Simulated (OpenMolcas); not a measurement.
**doublet NH2: levels of theory compared**

We compute a comparison of 4 runs (U-r2SCAN/3-21G, UB3LYP/3-21G, UPBE0/3-21G, ROMP2/3-21G) of doublet NH2. 

Program for the calculation: OpenMolcas 26.06.

## 1. Starting point

NH2 has 3 atoms, charge 0, and is taken as a doublet. As SMILES of the parent species, `[NH2-]`. The shape is that of a PBE0-D4/def2-TZVPD optimisation. That shape belongs to the parent species and isn't relaxed for this state.

Bond lengths: N1–H2 1.027 Å, N1–H3 1.027 Å. Angles: H2–N1–H3 101.8°.

## 2. The energy at U-r2SCAN/3-21G (run 1)

input.xyz

```xyz
3

N      0.342200    -0.203000     0.168700
H      0.125500     0.801200     0.156000
H     -0.467700    -0.598200    -0.324700
```

mol.input

```
&GATEWAY
BasLib
$CurrDir
Coord
input.xyz
Basis
3-21G
Group
NoSym
&SEWARD
GridInput
Grid=UltraFine
End of Grid
&SCF
UHF
Spin
2
KSDFT
2
1.0 MGGA_X_R2SCAN
1.0 MGGA_C_R2SCAN
Thresholds
1e-10 1e-07 1e-07 1e-05
PrOrbitals
1 1
```

The basis set 3-21G is read from a file made from the Basis Set Exchange's data (not shown).

Started as:

```bash
$ export MOLCAS_MEM=1860
$ pymolcas mol.input > mol.log
```

Standard output:

```text
--- Start Module: gateway ---
[...]
--- Stop Module: gateway /rc=_RC_ALL_IS_WELL_ ---
--- Start Module: seward ---
[...]
      Basis functions           13
--- Stop Module: seward /rc=_RC_ALL_IS_WELL_ ---
--- Start Module: scf ---
[...]
       Convergence after  10 Iterations
[...]
::    Total KS-DFT energy                             -55.5226785937
[...]
      Total spin, S                                     0.5014270536
[...]
      Total electronic charge=    9.000000
      Total            charge=   -0.000000
[...]
      Dipole Moment (debye):
      Origin of the operator (angstrom)=    0.2776   -0.1647    0.1369
                   X= -1.7440E+00               Y=  1.0346E+00               Z= -8.5978E-01           Total=  2.2026E+00
      Quadrupole Moment (debye*angstrom):
[...]
--- Stop Module: scf /rc=_RC_ALL_IS_WELL_ ---
[...]
```

Wall time 4.5 s (1 thread of Arm Neoverse V1, shared host); peak memory 0.37 GiB.

## 3. The energy at UB3LYP/3-21G (run 2)

input.xyz is that of step 2.

mol.input

```
>>> EXPORT MOLCAS_PRINT=2
&GATEWAY
BASLIB=$CurrDir
COORD=input.xyz
BASIS=3-21G
GROUP=NoSym
&SEWARD
GRIDINPUT
Grid=UltraFine
End of Grid
&SCF
UHF
SPIN=2
KSDFT=B3LYP
THRESHOLDS=1e-10 1e-07 1e-07 1e-05
PRORBITALS=1 1
```

The basis set 3-21G is read from a file made from the Basis Set Exchange's data (not shown).

Started as:

```bash
$ export MOLCAS_MEM=1860
$ pymolcas mol.input > mol.log
```

Standard output:

```text
--- Start Module: gateway ---
[...]
--- Stop Module: gateway /rc=_RC_ALL_IS_WELL_ ---
--- Start Module: seward ---
[...]
      Basis functions           13
--- Stop Module: seward /rc=_RC_ALL_IS_WELL_ ---
--- Start Module: scf ---
[...]
       Convergence after  10 Iterations
[...]
::    Total KS-DFT energy                             -55.5558754618
[...]
      Total spin, S                                     0.5009804219
[...]
      Total electronic charge=    9.000000
      Total            charge=   -0.000000
[...]
      Dipole Moment (debye):
      Origin of the operator (angstrom)=    0.2776   -0.1647    0.1369
                   X= -1.6853E+00               Y=  9.9980E-01               Z= -8.3084E-01           Total=  2.1284E+00
      Quadrupole Moment (debye*angstrom):
[...]
--- Stop Module: scf /rc=_RC_ALL_IS_WELL_ ---
[...]
```

Run time: 4.2 s. Hardware: 1 thread of Arm Neoverse V1, shared host; peak memory 0.37 GiB.

Run 3 isn't shown in full; the table further down has it.

## 4. The energy at ROMP2/3-21G (run 4)

input.xyz is that of step 3.

mol.input

```
&gateway
 baslib=$CurrDir
 coord=input.xyz
 basis=3-21G
 group=NoSym

&seward

&scf
 uhf
 spin=2
 thresholds=1e-10 1e-07 1e-07 1e-05
 prorbitals=1 1

&rasscf
 fileorb=$Project.UnaOrb
 spin=2
 nactel=1 0 0
 inactive=4
 ras2=1
 outorbitals=Canonical
 orblisting=Nothing

&caspt2
 ipea=0.0
 frozen=1
```

The basis set 3-21G is read from a file made from the Basis Set Exchange's data (not shown).

Started as:

```bash
$ export MOLCAS_MEM=1860
$ pymolcas mol.input > mol.log
```

Standard output:

```text
--- Start Module: gateway ---
[...]
--- Stop Module: gateway /rc=_RC_ALL_IS_WELL_ ---
[...]
      Basis functions           13
[...]
       Convergence after  12 Iterations
[...]
::    Total SCF energy                                -55.2448379213
[...]
      Total spin, S                                     0.5033458046
[...]
--- Start Module: rasscf ---
[...]
      Number of active orbitals                  1
[...]
      Spin quantum number                      0.5
[...]
      Active orbitals                            1
[...]
      Number of CSFs                             1
[...]
      Number of root(s) required                 1
[...]
      Convergence after  6 iterations
[...]
      printout of CI-coefficients larger than  0.05 for root  1
      energy=     -55.242770
      conf/sym  1     Coeff  Weight
             1  u   1.00000 1.00000
      Natural orbitals and occupation numbers for root  1
      sym 1:   1.000000
      ************************************************************************************************************************
      *                                                    Final results                                                     *
[...]
::    RASSCF root number  1 Total energy:    -55.24276969
[...]
      Total electronic charge=    9.000000
      Total            charge=   -0.000000
[...]
      Dipole Moment (debye):
      Origin of the operator (angstrom)=    0.2776   -0.1647    0.1369
                   X= -1.8185E+00               Y=  1.0788E+00               Z= -8.9651E-01           Total=  2.2967E+00
      Quadrupole Moment (debye*angstrom):
[...]
--- Stop Module: rasscf /rc=_RC_ALL_IS_WELL_ ---
--- Start Module: caspt2 ---
[...]
 ###    WARNING: User changed nr of frozen orbitals.                         ###
 ###############################################################################
[...]
      E2 (Variational):          -0.0867619257
      Total energy:             -55.3295316137
[...]
      Reference weight:           0.97310
[...]
::    CASPT2 Root  1     Total energy:    -55.32953161
[...]
--- Stop Module: caspt2 /rc=_RC_ALL_IS_WELL_ ---
[...]
```

Wall time 2.3 s (1 thread of Arm Neoverse V1, shared host); peak memory 0.37 GiB.

## 5. Overview of the runs

```
run           level  integration grid  frozen core orbitals  energy (Eh)  dipole moment (D)  HOMO energy (eV)  LUMO energy (eV)  wall time
  1  U-r2SCAN/3-21G         UltraFine                     –   -55.522679               2.20             -6.13             -2.55      4.5 s
  2    UB3LYP/3-21G         UltraFine                     –   -55.555875               2.13             -7.15             -2.05      4.2 s
  3     UPBE0/3-21G         UltraFine                     –   -55.488650               2.20             -7.48             -1.55      3.6 s
  4     ROMP2/3-21G                 –                     1   -55.329532                  –                 –                 –      2.3 s
```

## 6. Outcome

| quantity | value |
| --- | --- |
| run 4: total energy | -55.32953 Eh |

**Reading.** Over runs 1, 2, 3 the dipole moment (its size) runs from 2.13 D (UB3LYP/3-21G) to 2.20 D (U-r2SCAN/3-21G). Totals of different functionals can't be ranked against each other. All runs together took 15 s, the longest 4.5 s.
